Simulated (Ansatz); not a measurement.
# CH4BF (SMILES CBF): one structure at several levels

The task here is to estimate one member of a computed series from the others.

The runs use Ansatz 0.2.0, Gaussian basis; single points in def2-TZVPP.

Correlated methods freeze the cores.

## The starting structure

SMILES `CBF`, 7 atoms, charge 0, spin multiplicity 1.

Atoms are counted from 1 here; the program's logs count them from 0.

Bond lengths: C1–B2 1.594 Å, C1–H4 1.054 Å, C1–H5 1.159 Å, C1–H6 1.043 Å, B2–F3 1.325 Å, B2–H7 1.170 Å. Angles: B2–C1–H4 109.4°, B2–C1–H5 104.8°, B2–C1–H6 116.9°, H4–C1–H5 103.2°, H4–C1–H6 112.9°, H5–C1–H6 108.5°, C1–B2–F3 118.5°, C1–B2–H7 128.7°, F3–B2–H7 112.2°.

As a file:

```mol
CH4BF
  3D, bonds by distance, orders not assigned

  7  6  0  0  0  0  0  0  0  0999 V2000
   -0.5995    0.3458   -0.1181 C   0  0
    0.7589   -0.4021    0.2489 B   0  0
    1.3339   -1.1578   -0.6747 F   0  0
   -1.2774   -0.3438   -0.5373 H   0  0
   -0.3289    1.0286   -1.0149 H   0  0
   -1.0298    0.9349    0.6278 H   0  0
    1.2789   -0.5058    1.2914 H   0  0
  1  2  8  0
  1  4  8  0
  1  5  8  0
  1  6  8  0
  2  3  8  0
  2  7  8  0
M  END
```

Set-up of the first run:

Contents of run/in.yaml:

```yaml
crystal:
  periodic: [false, false, false]
  atoms:
    - {symbol: C, position_ang: [-0.599500, 0.345800, -0.118100]}
    - {symbol: B, position_ang: [0.758900, -0.402100, 0.248900]}
    - {symbol: F, position_ang: [1.333900, -1.157800, -0.674700]}
    - {symbol: H, position_ang: [-1.277400, -0.343800, -0.537300]}
    - {symbol: H, position_ang: [-0.328900, 1.028600, -1.014900]}
    - {symbol: H, position_ang: [-1.029800, 0.934900, 0.627800]}
    - {symbol: H, position_ang: [1.278900, -0.505800, 1.291400]}
basis:
  gaussian: {orbitals: def2-TZVPP}
correlation: {method: ccsd_t}
output: {forces: true}
```

No record of the launch command was kept for these runs.

Steps of the session up to this table: CCSD(T)/def2-TZVPP; PBE0-D4/def2-TZVPP; wB97M-V/def2-TZVPP; r2SCAN-D4/def2-TZVPP; PBE-D4/def2-TZVPP; B97M-V/def2-TZVPP; SPW92/def2-TZVPP.

One of the session's tables, all rows but one given; the rest of the session is left out.

```
   method  RMS force component (eV/Å)  angle to CCSD(T) forces (°)  dipole (D)
  CCSD(T)                       1.061                    reference        1.17
  PBE0-D4                       1.091                          5.2        1.20
  wB97M-V                       1.068                          3.2        1.18
r2SCAN-D4                           ?                            ?           ?
   PBE-D4                       1.117                          8.5        1.12
   B97M-V                       1.058                          7.8        1.18
    SPW92                       1.180                         13.4        1.17
```

**Question.** Estimate the row for r2SCAN-D4.

The run gave: RMS force component (eV/Å): 1.080; angle to CCSD(T) forces (°): 4.3; dipole (D): 1.18. In the column «RMS force component (eV/Å)» it lies between wB97M-V (1.068) and PBE0-D4 (1.091).
